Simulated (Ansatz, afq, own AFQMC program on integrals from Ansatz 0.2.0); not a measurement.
**HCl, singlet: AFQMC among the cluster methods**

```xyz
2

Cl    0.0000    0.0000    0.0000
H     0.0000    0.0000    1.1490
```

Basis cc-pVDZ. Noble-gas cores (and the filled d shells of Ga–Kr and In–Xe) are frozen. Ansatz 0.2.0 and our own AFQMC program on the same integrals; the CISD trial comes from CCSD amplitudes, and released means the phaseless constraint is let go. ± is one standard error of the sampling.

Determinant: RHF, the one that the program's search chose, which needn't be the lowest solution. The geometry is a point of a scan.

Full CI on the same integrals is exact in this basis and with this determinant's frozen core.

* T1 diagnostic: 0.0042
* weight of the determinant in the CISD state: 0.940
* size of the correlated space: 8 electrons in 18 orbitals

Reference: full CI, correlation energy -4.453 eV. The released energy is read at 2.40 1/Eh (meV from the phaseless value at times in 1/Eh: -1.0 ± 1.0 at 0.24, -0.9 ± 1.0 at 0.51, 0.5 ± 1.0 at 0.99, -0.9 ± 1.0 at 1.62, 0.6 ± 1.0 at 2.40).

```json
{"level": "HF", "E − E(reference) (kcal/mol)": "102.70", "share of correlation (%)": "0.00"}
{"level": "MP2", "E − E(reference) (kcal/mol)": "11.67", "share of correlation (%)": "88.63"}
{"level": "CCSD", "E − E(reference) (kcal/mol)": "1.67", "share of correlation (%)": "98.38"}
{"level": "CCSD(T)", "E − E(reference) (kcal/mol)": "0.29", "share of correlation (%)": "99.72"}
{"level": "CCSDT", "E − E(reference) (kcal/mol)": "0.16", "share of correlation (%)": "99.85"}
{"level": "CCSDT(Q)", "E − E(reference) (kcal/mol)": "0.01", "share of correlation (%)": "99.99"}
{"level": "CCSDTQ", "E − E(reference) (kcal/mol)": "0.01", "share of correlation (%)": "100.00"}
{"level": "ph-AFQMC/CISD", "E − E(reference) (kcal/mol)": "0.00 ± 0.03", "share of correlation (%)": "100.00"}
{"level": "released AFQMC", "E − E(reference) (kcal/mol)": "0.02 ± 0.02", "share of correlation (%)": "99.98"}
```

CCSDT and higher add their correlation energy to the determinant of the CCSD(T) run, since their own runs factorise the integrals more tightly (a shift of under 2 meV). A walk keeps the symmetry of its determinant, which the program's search chose and which needn't be the lowest solution, so a lower state of the same spin and another symmetry isn't excluded. Released energies are given only where the last usable release times agree within the noise; a slower fall can still hide under it.
